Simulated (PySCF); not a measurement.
Gas-phase reaction: 2 Al(CH3)2F + C4H10 (n-butane) = 2 Al(CH3)3 + CH3CHF2

Energies from PySCF, thermal terms from the rigid-rotor harmonic-oscillator model, ideal gas at 1 bar. S°(298 K) at PBE0/def2-TZVP differs from the NASA 1993 table for C4H10 (n-butane) (-9 J/mol/K); whether the harmonic model or the table's entry is off was not settled. † marks an energy on the PBE0/def2-TZVP geometry and frequencies; other levels use their own. MP2 freezes the core. 6-31G* has spherical d functions here. All species are closed-shell singlets. B3LYP is the form with VWN-RPA correlation. Methyl groups turn as free rotors in Al(CH3)2F, Al(CH3)3. Al(CH3)2F: computed as isolated molecules; such fragments, hydroxides, amides, oligomers or adducts are transient or little studied in the gas. MP2 isn't extrapolated to the basis-set limit; its ΔH°(298 K) is 432.7 kJ in def2-SVP and 428.6 kJ in def2-TZVPP. The harmonic model lacks anharmonicity and excited electronic states, which grow with temperature; levels with a mode under 35 cm⁻¹ are left out. Internal rotation in C4H10 (n-butane), CH3CHF2 is treated as a harmonic vibration of one conformer, which makes the entropy rough.

ΔH° and ΔS° at 298 K: B3LYP/6-31G* 409 kJ, 11 J/K; BLYP/def2-TZVP† 394 kJ, 10 J/K; MP2/def2-TZVPP† 429 kJ, 10 J/K; PBE/def2-TZVP† 382 kJ, 10 J/K; r2SCAN/def2-TZVP† 395 kJ, 10 J/K.

Task: With the heat capacities included, give log10 K (1 bar) at 800, 1200, 1400, 1600, 2000 K from B3LYP/6-31G*, BLYP/def2-TZVP†, MP2/def2-TZVPP†, PBE/def2-TZVP†, r2SCAN/def2-TZVP†.

Result: 
```csv
T (K),B3LYP/6-31G*,BLYP/def2-TZVP†,MP2/def2-TZVPP†,PBE/def2-TZVP†,r2SCAN/def2-TZVP†
800,-26.0,-25.1,-27.3,-24.3,-25.1
1200,-17.1,-16.5,-18.0,-15.9,-16.5
1400,-14.5,-14.0,-15.3,-13.5,-14.0
1600,-12.6,-12.2,-13.3,-11.8,-12.2
2000,-10.0,-9.6,-10.5,-9.3,-9.6
```
